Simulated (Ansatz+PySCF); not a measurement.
## singlet C5H12: levels of theory in one basis

```yaml
atoms:
  - { symbol: C, position_ang: [0.0000, -0.3455, -2.7510] }
  - { symbol: C, position_ang: [0.0000, 0.5585, -1.3796] }
  - { symbol: C, position_ang: [0.0000, -0.3380, 0.0000] }
  - { symbol: C, position_ang: [0.0000, 0.5585, 1.3796] }
  - { symbol: C, position_ang: [0.0000, -0.3455, 2.7510] }
  - { symbol: H, position_ang: [0.0000, 0.3345, -3.7262] }
  - { symbol: H, position_ang: [0.9584, -1.0493, -2.8049] }
  - { symbol: H, position_ang: [-0.9584, -1.0493, -2.8049] }
  - { symbol: H, position_ang: [-0.9500, 1.2803, -1.3761] }
  - { symbol: H, position_ang: [0.9500, 1.2803, -1.3761] }
  - { symbol: H, position_ang: [0.9507, -1.0610, 0.0000] }
  - { symbol: H, position_ang: [-0.9507, -1.0610, 0.0000] }
  - { symbol: H, position_ang: [-0.9500, 1.2803, 1.3761] }
  - { symbol: H, position_ang: [0.9500, 1.2803, 1.3761] }
  - { symbol: H, position_ang: [0.0000, 0.3345, 3.7262] }
  - { symbol: H, position_ang: [-0.9584, -1.0493, 2.8049] }
  - { symbol: H, position_ang: [0.9584, -1.0493, 2.8049] }
```

Basis set: def2-SVP (spherical functions). Left uncorrelated: 5 orbitals. Charge 0, multiplicity 1.

Computed with Ansatz (development build ahead of 0.2.0); each method stands on the lowest determinant of its kind that the runs found.

| method | E − E(RHF) (eV) | <S²> of the determinant |
| --- | --- | --- |
| RHF | 0.00 | 0.00 |

(1) What does RHF-MP2 give on the same scale?

(2) Is a single determinant a sound starting point here?

## Answers

(1) -20.27 eV.

(2) By this sign, yes. Unrestricted orbitals gain 0.00 eV and <S²> is 0.00 against 0.00 for a pure state.
